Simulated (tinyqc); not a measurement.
Worked calculation (part 2 of 2): CCSD on RHF in the sto-3g basis, frozen core, for NH3, spin multiplicity 1. Computed by tinyqc, a small Python program that keeps every step (integrals from PySCF). Command: `OMP_NUM_THREADS=1 python tinyqc.py 22239 22240 out.jsonl` (the two numbers bound the seeds that draw the settings). One thread of a shared host (Intel(R) Xeon(R) Processor @ 2.60GHz), about 0.3 s of CPU time with the checks.

Geometry (angstrom):
```
atom,x,y,z
N,0.000000,0.000000,0.434000
H,1.064000,0.000000,0.000000
H,-0.532000,0.921000,0.000000
H,-0.532000,-0.921000,0.000000
```

## Integrals over molecular orbitals

coefficients C:
```
,MO1,MO2,MO3,MO4,MO5,MO6,MO7,MO8
1N 1s,0.993812,-0.221861,0.000000,-0.000063,-0.090252,-0.165815,0.000316,0.000000
1N 2s,0.028120,0.780277,0.000000,0.000321,0.450688,1.002612,-0.002048,0.000000
1N 2px,-0.000003,-0.000103,0.000000,0.583673,-0.000143,0.001612,0.978969,0.000000
1N 2py,0.000000,0.000000,0.583717,0.000000,0.000000,0.000000,0.000000,0.978979
1N 2pz,-0.003875,-0.106075,0.000000,0.000153,0.869025,-0.568876,0.001099,0.000000
2H 1s,-0.005269,0.158706,0.000000,0.513716,-0.165146,-0.642074,-0.870049,0.000000
3H 1s,-0.005273,0.158831,0.444892,-0.256841,-0.164955,-0.639901,0.436863,-0.754698
4H 1s,-0.005273,0.158831,-0.444892,-0.256841,-0.164955,-0.639901,0.436863,0.754698
```

core Hamiltonian H = T + V (hartree):
```
,1N 1s,1N 2s,1N 2px,1N 2py,1N 2pz,2H 1s,3H 1s,4H 1s
1N 1s,-25.577033,-5.886143,0.000011,0.000000,0.013930,-1.067201,-1.068108,-1.068108
1N 2s,-5.886143,-7.624877,0.000116,0.000000,0.167924,-2.648742,-2.650310,-2.650310
1N 2px,0.000011,0.000116,-6.304808,0.000000,-0.000047,-1.960319,0.980953,0.980953
1N 2py,0.000000,0.000000,0.000000,-6.304799,0.000000,0.000000,-1.698166,1.698166
1N 2pz,0.013930,0.167924,-0.000047,0.000000,-6.219835,0.841847,0.842490,0.842490
2H 1s,-1.067201,-2.648742,-1.960319,0.000000,0.841847,-4.209004,-0.849113,-0.849113
3H 1s,-1.068108,-2.650310,0.980953,-1.698166,0.842490,-0.849113,-4.210027,-0.850009
4H 1s,-1.068108,-2.650310,0.980953,1.698166,0.842490,-0.849113,-0.850009,-4.210027
```

Given earlier and not repeated: Two-electron integrals (ij|kl) in chemists' order.

(pq|rs) = sum C_ip C_jq C_kr C_ls (ij|kl), one index at a time.

one-electron integrals over orbitals h = C^T H C (hartree):
```
,1,2,3,4,5,6,7,8
1,-25.561215,0.442061,0.000000,0.000126,0.167002,0.313266,-0.000589,0.000000
2,0.442061,-6.236619,0.000000,-0.000037,-0.273127,-1.217168,0.002480,0.000000
3,0.000000,0.000000,-5.242287,0.000000,0.000000,0.000000,0.000000,-1.329591
4,0.000126,-0.000037,0.000000,-5.241908,-0.000318,-0.002572,-1.329817,0.000000
5,0.167002,-0.273127,0.000000,-0.000318,-5.966552,0.615296,-0.000754,0.000000
6,0.313266,-1.217168,0.000000,-0.002572,0.615296,-4.514353,-0.000476,0.000000
7,-0.000589,0.002480,0.000000,-1.329817,-0.000754,-0.000476,-4.851464,0.000000
8,0.000000,0.000000,-1.329591,0.000000,0.000000,0.000000,0.000000,-4.851397
```

Two-electron integrals over orbitals (pq|rs), unique and non-zero (hartree); the lowest 1 orbital is frozen and left out:
```
p,q,r,s,(pq|rs)
2,2,2,2,0.599411
3,2,3,2,0.116647
3,3,2,2,0.535517
3,3,3,3,0.549947
4,2,2,2,-0.000051
4,2,3,3,-0.046476
4,2,4,2,0.116607
4,3,3,2,-0.046461
4,3,4,3,0.043579
4,4,2,2,0.535439
4,4,3,3,0.462718
4,4,4,2,0.046497
4,4,4,4,0.549912
5,2,2,2,-0.004641
5,2,3,3,0.000480
5,2,4,2,3.11e-06
5,2,4,4,0.000463
5,2,5,2,0.103277
5,3,3,2,-0.007109
5,3,4,3,0.012795
5,3,5,3,0.030112
5,4,2,2,0.000024
5,4,3,3,0.012820
5,4,4,2,-0.007132
5,4,4,4,-0.012791
5,4,5,2,0.000034
5,4,5,4,0.030121
5,5,2,2,0.590664
5,5,3,3,0.517061
5,5,4,2,0.000027
5,5,4,4,0.517031
5,5,5,2,0.096155
5,5,5,4,0.000062
5,5,5,5,0.734006
6,2,2,2,0.121632
6,2,3,3,0.070027
6,2,4,2,0.000077
6,2,4,4,0.069978
6,2,5,2,-0.015763
6,2,5,4,0.000044
6,2,5,5,0.112108
6,2,6,2,0.090631
6,3,3,2,-0.025607
6,3,4,3,0.034258
6,3,5,3,0.015929
6,3,6,3,0.058849
6,4,2,2,0.000241
6,4,3,3,0.034463
6,4,4,2,-0.025750
6,4,4,4,-0.034179
6,4,5,2,0.000079
6,4,5,4,0.015993
6,4,5,5,0.000280
6,4,6,2,0.000203
6,4,6,4,0.059076
6,5,2,2,-0.065893
6,5,3,3,-0.031673
6,5,4,2,0.000084
6,5,4,4,-0.031575
6,5,5,2,0.014905
6,5,5,4,0.000016
6,5,5,5,-0.068838
6,5,6,2,-0.054718
6,5,6,4,-0.000128
6,5,6,5,0.040502
6,6,2,2,0.518848
6,6,3,3,0.480917
6,6,4,2,0.000308
6,6,4,4,0.481240
6,6,5,2,-0.050822
6,6,5,4,-0.000084
6,6,5,5,0.473948
6,6,6,2,0.084271
6,6,6,4,-0.000069
6,6,6,5,-0.048487
6,6,6,6,0.510895
7,2,2,2,-0.000254
7,2,3,3,0.012439
7,2,4,2,0.034464
7,2,4,4,-0.012703
7,2,5,2,0.000005
7,2,5,4,0.022061
7,2,5,5,-0.000243
7,2,6,2,-0.000082
7,2,6,4,0.037506
7,2,6,5,0.000120
7,2,6,6,-0.000149
7,2,7,2,0.056117
7,3,3,2,0.038989
7,3,4,3,-0.014960
7,3,5,3,-0.011855
7,3,6,3,-0.029547
7,3,7,3,0.033914
7,4,2,2,0.115339
7,4,3,3,0.086827
7,4,4,2,-0.038865
7,4,4,4,0.057100
7,4,5,2,0.045670
7,4,5,4,0.011845
7,4,5,5,0.152390
7,4,6,2,0.076249
7,4,6,4,0.029672
7,4,6,5,-0.039483
7,4,6,6,0.043163
7,4,7,2,0.004449
7,4,7,4,0.138652
7,5,2,2,0.000068
7,5,3,3,-0.020366
7,5,4,2,0.047398
7,5,4,4,0.020463
7,5,5,2,-0.000051
7,5,5,4,0.015355
7,5,5,5,0.000075
7,5,6,2,0.000111
7,5,6,4,-0.021206
7,5,6,5,0.000016
7,5,6,6,0.000204
7,5,7,2,0.014603
7,5,7,4,-0.018383
7,5,7,5,0.043108
7,6,2,2,-0.000025
7,6,3,3,-0.048112
7,6,4,2,0.091175
7,6,4,4,0.048196
7,6,5,2,0.000108
7,6,5,4,-0.021768
7,6,5,5,0.000109
7,6,6,2,-3.02e-06
7,6,6,4,-0.044808
7,6,6,5,0.000108
7,6,6,6,0.000293
7,6,7,2,0.004135
7,6,7,4,-0.045311
7,6,7,5,0.036220
7,6,7,6,0.098273
7,7,2,2,0.539898
7,7,3,3,0.470591
7,7,4,2,0.028419
7,7,4,4,0.544178
7,7,5,2,0.018009
7,7,5,4,-0.014894
7,7,5,5,0.544774
7,7,6,2,0.078037
7,7,6,4,-0.037252
7,7,6,5,-0.032560
7,7,6,6,0.487612
7,7,7,2,-0.022261
7,7,7,4,0.074607
7,7,7,5,0.014375
7,7,7,6,0.040737
7,7,7,7,0.566659
8,2,3,2,0.034434
8,2,4,3,0.012609
8,2,5,3,0.022063
8,2,6,3,0.037505
8,2,7,3,-0.004739
8,2,8,2,0.056116
8,3,2,2,0.115277
8,3,3,3,0.057044
8,3,4,2,0.038977
8,3,4,4,0.086858
8,3,5,2,0.045665
8,3,5,4,-0.011808
8,3,5,5,0.152379
8,3,6,2,0.076241
8,3,6,4,-0.029375
8,3,6,5,-0.039401
8,3,6,6,0.043466
8,3,7,2,-0.004812
8,3,7,4,0.072989
8,3,7,5,0.018526
8,3,7,6,0.045535
8,3,7,7,0.098786
8,3,8,3,0.138762
8,4,3,2,0.038976
8,4,4,3,-0.014911
8,4,5,3,-0.011820
8,4,6,3,-0.029448
8,4,7,3,0.032058
8,4,8,2,-0.004657
8,4,8,4,0.033823
8,5,3,2,0.047390
8,5,4,3,-0.020382
8,5,5,3,0.015372
8,5,6,3,-0.021119
8,5,7,3,0.018497
8,5,8,2,0.014595
8,5,8,4,0.018478
8,5,8,5,0.043090
8,6,3,2,0.091087
8,6,4,3,-0.047993
8,6,5,3,-0.021687
8,6,6,3,-0.044497
8,6,7,3,0.045488
8,6,8,2,0.004185
8,6,8,4,0.045431
8,6,8,5,0.036148
8,6,8,6,0.097973
8,7,3,2,-0.028924
8,7,4,3,0.037058
8,7,5,3,0.015009
8,7,6,3,0.037607
8,7,7,3,-0.012437
8,7,8,2,0.022085
8,7,8,4,-0.012375
8,7,8,5,-0.014527
8,7,8,6,-0.041068
8,7,8,7,0.040335
8,8,2,2,0.539930
8,8,3,3,0.544383
8,8,4,2,-0.028754
8,8,4,4,0.470393
8,8,5,2,0.018009
8,8,5,4,0.015010
8,8,5,5,0.544763
8,8,6,2,0.078097
8,8,6,4,0.037754
8,8,6,5,-0.032628
8,8,6,6,0.487326
8,8,7,2,0.021926
8,8,7,4,0.098901
8,8,7,5,-0.014435
8,8,7,6,-0.040992
8,8,7,7,0.486711
8,8,8,3,0.074350
8,8,8,8,0.566962
```

## CCSD: starting amplitudes

orbital energies (hartree): MO1 -15.318548, MO2 -1.021773, MO3 -0.512931, MO4 -0.512917, MO5 -0.340161, MO6 0.494323, MO7 0.602133, MO8 0.602240

t_ij^ab = <ij||ab> / (e_i + e_j - e_a - e_b), whose energy is MP2.

Starting amplitudes (spin orbitals 1a, 1b, ...; amplitudes related by a flip of all spins are not repeated; the 24 largest):
```
from,to,t
3a 3b,8a 8b,-0.062215
4a 4b,7a 7b,-0.062173
3a 4b,7b 8a,0.032727
2a 2b,6a 6b,-0.029890
4a 4b,6a 6b,-0.029326
3a 3b,6a 6b,-0.029213
2a 4b,6a 7b,-0.028979
2a 3b,6a 8b,-0.028975
5a 5b,6a 6b,-0.024268
2a 5b,6a 6b,0.023278
5a 5b,7a 7b,-0.022874
5a 5b,8a 8b,-0.022862
4a 5b,6b 7a,-0.020253
3a 5b,6b 8a,-0.020209
3a 4a,7a 8a,0.018353
2a 2b,7a 7b,-0.017278
2a 2b,8a 8b,-0.017277
3a 3b,7a 7b,-0.015207
4a 4b,8a 8b,-0.015165
2a 4a,6a 7a,-0.014725
2a 3a,6a 8a,-0.014721
3a 4b,7a 8b,-0.014375
2a 4b,6b 7a,0.014255
2a 3b,6b 8a,0.014254
```

correlation energy = -0.06214357 hartree

## CCSD: amplitude update 1

t_i^a D_i^a and t_ij^ab D_ij^ab are set to the remaining terms of the spin-orbital equations, evaluated with the old amplitudes; for the doubles these are <ij||ab> + 1/2 <ab||ef> t_ij^ef + 1/2 <mn||ij> t_mn^ab + P(ij)P(ab) <mb||ej> t_im^ae + terms in t^2 + terms with t1, D the orbital-energy denominators.

Amplitudes after update 1 (spin orbitals 1a, 1b, ...; amplitudes related by a flip of all spins are not repeated; the 24 largest):
```
from,to,t
3a 3b,8a 8b,-0.079183
4a 4b,7a 7b,-0.079121
4a 4b,6a 6b,-0.039463
3a 3b,6a 6b,-0.039299
3a 4b,7b 8a,0.038583
2a 4b,6a 7b,-0.035780
2a 3b,6a 8b,-0.035771
2a 2b,6a 6b,-0.034811
2a 5b,6a 6b,0.031652
5a 5b,6a 6b,-0.029633
5a 5b,7a 7b,-0.028765
5a 5b,8a 8b,-0.028746
4a 5b,6b 7a,-0.025185
3a 5b,6b 8a,-0.025120
2a 4b,6b 7a,0.022358
2a 3b,6b 8a,0.022351
3a 4b,7a 8b,-0.022326
4a 4b,6a 7b,-0.020202
3a 3b,6a 7b,0.020132
3a 4b,6a 8b,0.020058
3a 4b,6b 8a,-0.020029
2a 2b,7a 7b,-0.019862
2a 2b,8a 8b,-0.019861
3a 3b,7a 7b,-0.018407
```

correlation energy = -0.07828648 hartree

## CCSD: convergence

E_corr = 1/4 sum <ij||ab> t_ij^ab + 1/2 sum <ij||ab> t_i^a t_j^b; stop when the norm of the change is below 1e-8.

Course of the amplitude iterations:
```
update,correlation energy (hartree),norm of the change
0,-0.06214357,-
1,-0.07828648,9.99e-02
2,-0.08372807,4.12e-02
3,-0.08752210,1.89e-02
4,-0.08757935,3.51e-03
5,-0.08760655,6.81e-04
6,-0.08760570,1.54e-04
7,-0.08760626,3.61e-05
8,-0.08760608,6.05e-06
9,-0.08760604,9.55e-07
10,-0.08760607,3.22e-07
11,-0.08760608,4.23e-08
12,-0.08760608,1.31e-08
13,-0.08760608,3.75e-09
```

Converged amplitudes (spin orbitals 1a, 1b, ...; amplitudes related by a flip of all spins are not repeated; the 24 largest):
```
from,to,t
3a 3b,8a 8b,-0.090138
4a 4b,7a 7b,-0.090068
4a 4b,6a 6b,-0.044334
3a 3b,6a 6b,-0.044145
3a 4b,7b 8a,0.041326
2a 2b,6a 6b,-0.038301
2a 5b,6a 6b,0.038297
2a 4b,6a 7b,-0.038258
2a 3b,6a 8b,-0.038245
5a 5b,6a 6b,-0.034932
5a 5b,7a 7b,-0.032438
5a 5b,8a 8b,-0.032414
4a 5b,6b 7a,-0.030228
3a 5b,6b 8a,-0.030146
3a 4b,7a 8b,-0.029894
2a 4b,6b 7a,0.028526
2a 3b,6b 8a,0.028515
4a 5b,6a 7b,0.025103
3a 5b,6a 8b,0.025018
4a 4b,6a 7b,-0.023377
3a 3b,6a 7b,0.023297
3a 4b,6a 8b,0.023200
3a 4b,6b 8a,-0.023182
5a,6a,0.022345
```

CCSD total energy = -55.50811737 hartree

T1 diagnostic, norm of the one-spin t1 over sqrt(correlated electrons) = 0.007923

Converged in 13 updates, with DIIS from the third.
